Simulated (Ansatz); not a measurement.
The input, for Ansatz 0.2.0:

```yaml
crystal:
  periodic: [false, false, false]
  atoms:
    - {symbol: B, position_ang: [0.000000, 0.000000, 0.169721]}
    - {symbol: B, position_ang: [0.000000, 0.000000, -2.092674]}
    - {symbol: H, position_ang: [0.000000, 0.000000, 1.922953]}
basis:
  gaussian: {orbitals: 6-31G}
magnetization: {spin_polarized: false, initial_magnetization: 3}
correlation: {method: ccsdtq, electrons: outside_noble_gas}
```

```sh
$ ansatz run in.yaml --threads 1 --pin off --events-out ev --progress --plain --max-ram 2393MiB
```

Q: Roughly how long does this take on 1 thread of Arm Neoverse V2, shared host, and how much host memory?

A: 16 s wall and 0.17 GiB.

```
443 factors; integrals over basis functions are off by at most 1.0e-7 eV
mean field evaluation 1: about -1347.6538 eV, gradient 4.9e0 eV
mean field evaluation 2: about -1347.6548 eV, gradient 4.9e0 eV
mean field evaluation 4: about -1348.0671 eV, gradient 1.3e0 eV
mean field evaluation 8: about -1348.2298 eV, gradient 2.4e-1 eV
mean field evaluation 16: about -1348.2326 eV, gradient 1.6e-2 eV
mean field evaluation 32: about -1347.6538 eV, gradient 4.9e0 eV
mean field evaluation 64: about -1348.8706 eV, gradient 9.0e-2 eV
mean field evaluation 96: about -1348.6584 eV, gradient 9.6e-2 eV
mean field evaluation 128: about -1348.8383 eV, gradient 5.2e-1 eV
mean field evaluation 160: about -1348.8637 eV, gradient 4.5e-1 eV
...
cycle  16  -4.43223483 eV  change    3.2e-5 eV  update   4.8e-5
cycle  17  -4.43219441 eV  change    4.0e-5 eV  update   3.2e-5
cycle  18  -4.43217511 eV  change    1.9e-5 eV  update   1.6e-5
cycle  19  -4.43218745 eV  change   -1.2e-5 eV  update   1.0e-5
cycle  20  -4.43221059 eV  change   -2.3e-5 eV  update   5.7e-6
cycle  21  -4.43222272 eV  change   -1.2e-5 eV  update   3.8e-6
cycle  22  -4.43222362 eV  change   -8.9e-7 eV  update   2.2e-6
cycle  23  -4.43222399 eV  change   -3.8e-7 eV  update   1.4e-6
cycle  24  -4.43222310 eV  change    8.9e-7 eV  update   6.3e-7
cycle  25  -4.43222345 eV  change   -3.5e-7 eV  update   3.2e-7
WARN: these amplitudes may be one of several solutions (largest doubles amplitude 0.23, level shift 1.33 eV)
Total energy: -1352.66479549 eV, -49.7095143651 hartree
```

For the same geometry and basis full CI lies 5.6 meV lower.
